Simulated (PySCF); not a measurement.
## Molecular orbitals of NaSi

PBE0 at R = 2.713 Å; Na 6-311G(d,p), Si 6-311G(d,p); no relativity (PySCF 2.14). State: ²Π (doublet), unpaired electrons π ↑, a second solution, started from another occupation. Only the outer orbitals are listed, counted within each symmetry.

```csv
spin,orbital,occ.,ε (eV),on Na (%),main shells (%)
α,2π,1,-31.79,100,100 Na p
α,2π,1,-31.78,100,100 Na p
α,6σ,1,-31.75,100,100 Na p
α,7σ,1,-11.40,3,97 Si s
α,3π,1,-4.61,5,95 Si p
α,8σ,1,-4.40,25,"73 Si p, 22 Na s"
α,3π,0,-2.58,9,"91 Si p, 8 Na p"
α,9σ,0,-1.36,89,"70 Na s, 19 Na p, 11 Si p"
α,4π,0,0.00,100,100 Na p
β,2π,1,-31.80,100,100 Na p
β,2π,1,-31.78,100,100 Na p
β,6σ,1,-31.75,100,100 Na p
β,7σ,1,-10.34,6,94 Si s
β,8σ,1,-4.04,35,"63 Si p, 32 Na s"
β,3π,0,-2.24,12,"88 Si p, 11 Na p"
β,3π,0,-1.44,23,"77 Si p, 22 Na p"
β,9σ,0,-1.39,81,"57 Na s, 24 Na p, 19 Si p"
```

Q: Which are the highest filled and the lowest empty level, where do they sit, and how wide is the gap?

A: Highest filled β 8σ at -4.04 eV (in %: 63 Si p, 32 Na s); lowest empty α 3π at -2.58 eV (in %: 91 Si p, 8 Na p); the gap at PBE0 is 1.46 eV.

| Quantity | Value |
| --- | --- |
| bond order (Mayer) | 1.01 |
| ⟨S²⟩ | 0.766 |
| charge on Na (Mulliken, basis-dependent) | 0.26 |
| charge on Na (Löwdin, basis-dependent) | 0.05 |
| dipole moment (positive dipole means Na(−)Si(+)) | -5.34 D |
